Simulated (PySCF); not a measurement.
Structure problem from calculated spectra and properties.

Formula: C2F3N.

| Quantity | Value |
| --- | --- |
| NMR, other nuclei | isotropic shieldings of nuclei other than C and H, by class: -47 (1 N), 236 (3 F) ppm [GIAO PBE0/pcSseg-1] |
| 13C NMR | chemical shifts (computed TMS as zero) by class: 118.9 (1 C), 112.6 (1 C) ppm [GIAO PBE0/pcSseg-1] |
| Couplings | largest of the computed one-bond spin–spin couplings (means over like bonds): 19F–13C -344.4 (×3), 13C–13C +136.5, 15N–13C -20.4 Hz [B3LYP/pcJ-1] |
| Dipole | 1.15 D [PBE0/pcSseg-1] |
| Rotational structure | rotational constants A, B, C: 5.716, 2.942, 2.941 GHz [GFN2-xTB] |

Electronic properties: PySCF, gas phase, density fitting. Levels stand in brackets. Isolated species at its GFN2-xTB geometry, gas phase. NMR values are class means; diastereotopic atoms form classes of their own.

**Question.** What is the compound? Reason from the data.

**Answer.** Numbering: `[N:1]#[C:2][C:3]([F:4])([F:5])[F:6]`. Its formula, C2F3N, gives 2 degrees of unsaturation: 0 rings and 2 π bonds in the structure found. 2 carbons fall into 2 classes; from least to most shielded: CF3 carbon [C3] (118.9 ppm), nitrile carbon [C2] (112.6 ppm). The other shieldings belong to: -47 ppm, nitrile nitrogen [N1]; 236 ppm, fluorine of a CF3 group [F4/F5/F6]. The couplings run between: -344.4 Hz, fluorine of a CF3 group [F4] and CF3 carbon [C3] (with 2 like pairs); +136.5 Hz, nitrile carbon [C2] and CF3 carbon [C3]; -20.4 Hz, nitrile nitrogen [N1] and nitrile carbon [C2]. The optimised geometry has point group C3v and is a prolate symmetric top (the spread among constants that symmetry makes equal is optimisation noise). Structure: `N#CC(F)(F)F`. The assignments are read from this structure; whether some other isomer fits the data as well wasn't checked.
